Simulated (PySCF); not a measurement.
## Gas-phase thermal properties of Si(OH)₄

Method: PySCF energies (xtb for GFN2) plus ideal-gas RRHO corrections (1 bar). 6-31G* has spherical d functions here. All species are closed-shell singlets. B3LYP is the form with VWN-RPA correlation. The harmonic model lacks anharmonicity and excited electronic states, which grow with temperature; levels with a mode under 35 cm⁻¹ are left out. Internal rotation in Si(OH)₄ is treated as a harmonic vibration of one conformer, which makes the entropy rough.

| level | point group | σ | ZPE (kJ/mol) | S°298 (J/mol/K) | Cp298 (J/mol/K) | S°1000 (J/mol/K) | H1000 − H298 (kJ/mol) |
|---|---|---|---|---|---|---|---|
| B3LYP/6-31G* | S4 | 2 | 150.8 | 327.8 | 112.2 | 502.4 | 105.1 |
| GFN2-xTB | S4 | 2 | 145.6 | 333.9 | 115.5 | 510.9 | 106.3 |
| HF/6-31G* | S4 | 2 | 162.0 | 323.4 | 108.5 | 494.6 | 103.2 |
| PBE/def2-SVP | S4 | 2 | 146.8 | 333.0 | 115.7 | 510.3 | 106.5 |
| PBE0/def2-TZVP | S4 | 2 | 152.9 | 329.2 | 113.3 | 504.5 | 105.4 |
σ: rotational symmetry number. Electronic degeneracy used: 1. Frequencies are unscaled.
